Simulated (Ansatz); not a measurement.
## Which method gave which barrier?

Saddle point of CH10Si2, singlet (CH₆Si ([CH3][SiH3]) + SiH₄ → Si₂H₆ ([SiH3][SiH3]) + CH₄; bonds formed: Si1–Si7, C2–H6; bonds broken: Si1–C2, H6–Si7), PBE0-D4/def2-TZVP structure:

Si1  (-0.635, 0.666, 0.750)
C2  (0.621, -1.062, 1.168)
H3  (-2.007, 0.397, 0.248)
H4  (-0.818, 0.637, 2.254)
H5  (-0.006, 1.996, 0.532)
H6  (0.337, -0.446, 0.009)
Si7  (0.017, 0.372, -1.839)
H8  (1.222, -1.727, 0.536)
H9  (1.272, -0.559, 1.882)
H10  (-0.159, -1.641, 1.661)
H11  (-0.355, -0.849, -2.624)
H12  (1.400, 0.748, -2.275)
H13  (-0.890, 1.468, -2.303)
(Å)

Program: Ansatz 0.2.0. Basis: def2-TZVPP, with def2-QZVPP for the basis limit. Cores are frozen in the correlated methods. Extrapolation: Hartree–Fock as exp(−7.88 √X), correlation as X^−2.97. Four methods, as single points on the PBE0-D4 structures, gave these electronic barriers from the start structure: 3.214, 3.292, 3.588, 4.483 eV.

Question: The methods were, in alphabetical order, BLYP-D4, HF, MP2, PBE0-D4. Which gave which? (Judge from chemistry; the calculation decides.)

Answer: By the calculation: PBE0-D4 3.214; BLYP-D4 3.292; MP2 3.588; HF 4.483 eV. For comparison, CCSD(T) at an estimated basis limit (MP2 extrapolated from triple and quadruple zeta, plus CCSD(T) − MP2 in triple zeta) gives 3.558 eV.

T1 diagnostic: at most 0.012.

Labels in which every atom is bracketed show which atoms are joined, not bond orders.

For scale, one of the runs: CCSD(T)/def2-TZVPP, 255 basis functions, launched by `ansatz run in.yaml --threads 4 --pin off --events-out ev --progress --plain --max-ram 9574MiB`. The run took 63 s on 4 CPU threads of an Arm Neoverse V2 (shared host), with 5.3 GiB of host memory at its peak.
